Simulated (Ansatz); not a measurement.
Reaction (SMILES): [F][Al][F] → Al atom + 2 F atom
B3LYP-D3(BJ)/def2-TZVP geometries, fixed; electronic energies without zero-point terms.

Basis-set convergence of the atomisation energy at CCSD(T) with Ansatz (an electronic-structure program). Cartesian d functions, on some or all atoms, in 6-311G**, 6-311+G**; all else is spherical. Cores are frozen. Open shells are unrestricted. No added dispersion term, no relativity. Functions are those of the species that has most. Reference: Hartree-Fock in aug-cc-pV(Q+d)Z plus the correlation part extrapolated as X^-3 from aug-cc-pV(T+d)Z and aug-cc-pV(Q+d)Z, 273.14 kcal/mol, itself unsure by roughly 1.57 kcal/mol (a third of the extrapolation step and of the last Hartree-Fock step). Deviations are taken from unrounded values.

| basis | functions | atomisation energy (kcal/mol) |
|---|---|---|
| def2-SVP | 46 | 247.04 |
| def2-SVPD | 70 | 255.53 |
| pcseg-1 | 46 | 245.06 |
| aug-pcseg-1 | 73 | 258.69 |
| cc-pV(D+d)Z | 51 | 237.10 |
| aug-cc-pV(D+d)Z | 78 | 254.17 |
| 6-311G** | 63 | 241.47 |
| 6-311+G** | 75 | 245.05 |
| pcseg-2 | 94 | 267.08 |
| aug-pcseg-2 | 142 | 269.22 |
| cc-pV(T+d)Z | 99 | 259.98 |
| aug-cc-pV(T+d)Z | 147 | 264.62 |
| def2-TZVP | 99 | 260.92 |
| def2-TZVPD | 123 | 261.85 |
| def2-TZVPP | 104 | 261.19 |
| def2-TZVPPD | 128 | 262.04 |
| cc-pV(Q+d)Z | 174 | 268.81 |
| aug-cc-pV(Q+d)Z | 249 | 270.35 |
| def2-QZVPP | 184 | 268.29 |
| def2-QZVPPD | 208 | 268.31 |
| pcseg-3 | 184 | 270.29 |
| aug-pcseg-3 | 259 | 270.50 |

What the diffuse functions change, pair by pair:
- def2-SVP to def2-SVPD: 24 more functions, deviation -26.09 to -17.60 kcal/mol
- pcseg-1 to aug-pcseg-1: 27 more functions, deviation -28.07 to -14.45 kcal/mol
- cc-pV(D+d)Z to aug-cc-pV(D+d)Z: 27 more functions, deviation -36.04 to -18.97 kcal/mol
- 6-311G** to 6-311+G**: 12 more functions, deviation -31.67 to -28.08 kcal/mol
- pcseg-2 to aug-pcseg-2: 48 more functions, deviation -6.05 to -3.91 kcal/mol
- cc-pV(T+d)Z to aug-cc-pV(T+d)Z: 48 more functions, deviation -13.16 to -8.51 kcal/mol
- def2-TZVP to def2-TZVPD: 24 more functions, deviation -12.22 to -11.28 kcal/mol
- def2-TZVPP to def2-TZVPPD: 24 more functions, deviation -11.94 to -11.10 kcal/mol
- cc-pV(Q+d)Z to aug-cc-pV(Q+d)Z: 75 more functions, deviation -4.33 to -2.78 kcal/mol
- def2-QZVPP to def2-QZVPPD: 24 more functions, deviation -4.84 to -4.83 kcal/mol
- pcseg-3 to aug-pcseg-3: 75 more functions, deviation -2.84 to -2.64 kcal/mol

Leaving out the reference's own pair, they bring the value nearer the reference by more than 1.57 kcal/mol in 6 of 10 pairs.
